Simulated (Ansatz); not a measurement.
**SiN+ (triplet): from Hartree-Fock to the top rungs, cc-pVTZ**

The task here is to estimate one member of a computed series from the others.

The runs use Ansatz 0.2.0, Gaussian basis; cc-pVTZ, core rule «outside noble gas», up to 6 orbitals frozen.

To be run: UHF; CCSD(T) on ROHF; CCSD(T) on UHF; BCCD(T) on ROHF; CISD; CCSDT(Q) on ROHF; CCSDT(Q) on UHF; CASSCF and MRCISD+Q, 8 electrons in 8 orbitals; CASSCF and NEVPT2, 8 electrons in 8 orbitals.

19 further runs of the same task are left out: 1 for a mislabelled method, 6 that didn't finish, 12 set aside as unsound or not needed.

### The geometry

The geometry is a PBE0/def2-TZVP stationary point (not a proven minimum) of the parent state, kept for this charge and spin.

2 atoms, charge 1, spin multiplicity 3.

Atoms are counted from 1 here; the program's logs count them from 0.

Bond lengths: Si1–N2 1.889 Å.

Coordinates:

```xyz
2
NSi
Si    0.0000    0.0000    0.0000
N     0.0000    0.0000    1.8891
```

The first run:

The input, in.yaml:

```yaml
crystal:
  periodic: [false, false, false]
  atoms:
    - {symbol: Si, position_ang: [0.000000, 0.000000, 0.000000]}
    - {symbol: N, position_ang: [0.000000, 0.000000, 1.889128]}
basis:
  gaussian: {orbitals: cc-pVTZ}
total_charge: 1
magnetization: {spin_polarized: true, initial_magnetization: 2}
hamiltonian: {xc: hf}
output: {orbitals: {seedname: orbitals}}
```

Launch:

```bash
ansatz run in.yaml --threads 1 --pin off --events-out ev --progress --plain --max-ram 2393MiB
```

Steps of the session up to this table: UHF; CCSD(T) on ROHF; CCSD(T) on UHF; BCCD(T) on ROHF; CISD; CCSDT(Q) on ROHF; CCSDT(Q) on UHF; CASSCF and MRCISD+Q, 8 electrons in 8 orbitals; CASSCF and NEVPT2, 8 electrons in 8 orbitals.

One table of the session follows, with a row left open; its other results are not shown here.

| method | from UCCSDT(Q) (kJ/mol) |
| --- | --- |
| ROHF | +623.0 |
| UHF | +606.6 |
| RMP2 | +110.3 |
| UMP2 | +112.5 |
| CISD | +63.6 |
| RCCSD | +28.8 |
| UCCSD | +28.2 |
| RCCSD(T) | +5.4 |
| UCCSD(T) | +5.3 |
| BCCD(T) | +5.5 |
| RCCSDT | +1.7 |
| UCCSDT | +1.5 |
| RCCSDT(Q) | ? |
| UCCSDT(Q) | 0 |
| CASSCF valence | +444.0 |
| NEVPT2 valence | +82.2 |
| MRCISD valence | +29.5 |
| MRCISD+Q valence | +4.4 |

Estimate the missing values for RCCSDT(Q).

The run gave: from UCCSDT(Q) (kJ/mol): +0.4. In the column «from UCCSDT(Q) (kJ/mol)» it lies between UCCSDT(Q) (0) and UCCSDT (+1.5).

Caveats from the session: Restricted and unrestricted rows rest on different reference determinants; where their highest levels disagree by more than a few hundredths of an eV, they describe different states and don't form one ladder.
